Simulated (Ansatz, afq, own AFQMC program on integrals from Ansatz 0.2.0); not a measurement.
## BH3S, triplet: AFQMC among the cluster methods

```yaml
atoms:
  - { symbol: B, position_ang: [-2.0878, 0.0000, 0.0000] }
  - { symbol: H, position_ang: [-2.6846, 1.0336, 0.0000] }
  - { symbol: H, position_ang: [-2.6846, -1.0336, 0.0000] }
  - { symbol: H, position_ang: [-0.4918, 0.0000, 0.0000] }
  - { symbol: S, position_ang: [0.8882, 0.0000, 0.0000] }
```

Connectivity, by distances: BH2 ··· SH.

Basis cc-pVTZ. Only valence electrons are correlated. Integrals, coupled cluster, full CI and functionals: Ansatz 0.2.0; the random walks run on the same integrals in our own AFQMC program. ph-AFQMC/CISD is guided by a CISD state made of CCSD amplitudes; releasing the constraint for a short imaginary time cuts its bias at the price of noise, slowly where states lie close. Uncertainties: one standard error, sampling alone.

Determinant: UHF, the one that the program's search chose, which needn't be the lowest solution. The geometry is a point of a scan.

No full CI on the walks' own integrals is used here. The released AFQMC energy serves as the reference, which it does only where one determinant dominates, the energy is flat over the last release times and near the phaseless one (40 meV or 2 meV an electron, half that with transition metals). On small molecules, where full CI could be run and the noise was under 10 meV, such values lay within 10 meV of it in 19 cases of 20, a flattering rate, since the rule was set on those same cases; what remains of the bias isn't in the error bar.

Cautions: lower spins were not checked; the released value is read at 2.40 1/Eh (meV from the phaseless value at times in 1/Eh: -8 ± 5 at 0.24, -11 ± 5 at 0.51, -19 ± 4 at 0.99, -29 ± 4 at 1.62, -30 ± 7 at 2.40).

```
T1 diagnostic                               : 0.0149
weight of the determinant in the CISD state : 0.870
⟨S²⟩ of the determinant                     : 2.030
size of the correlated space                : 12 electrons in 100 orbitals
```

```json
{"level": "MP2", "correlation energy (eV)": "-6.7473"}
{"level": "CCSD", "correlation energy (eV)": "-7.8951"}
{"level": "CCSD(T)", "correlation energy (eV)": "-8.1679"}
```

(1) Estimate where AFQMC with the constraint released lies against CCSD(T) on the same integrals.

(1) 2.01 ± 0.24 mEh below CCSD(T).

Reference: AFQMC with the constraint released, correlation energy -8.222 ± 0.007 eV.

| level | E − E(reference) (mEh) | share of correlation (%) |
| --- | --- | --- |
| CCSD(T) | 2.01 ± 0.24 | 99.34 |
| ph-AFQMC/HF | 4.96 ± 1.07 | 98.36 |
| ph-AFQMC/CISD | 1.11 ± 0.32 | 99.63 |

A walk keeps the symmetry of its determinant, which the program's search chose and which needn't be the lowest solution, so a lower state of the same spin and another symmetry isn't excluded. Released energies are given only where the last usable release times agree within the noise; a slower fall can still hide under it.
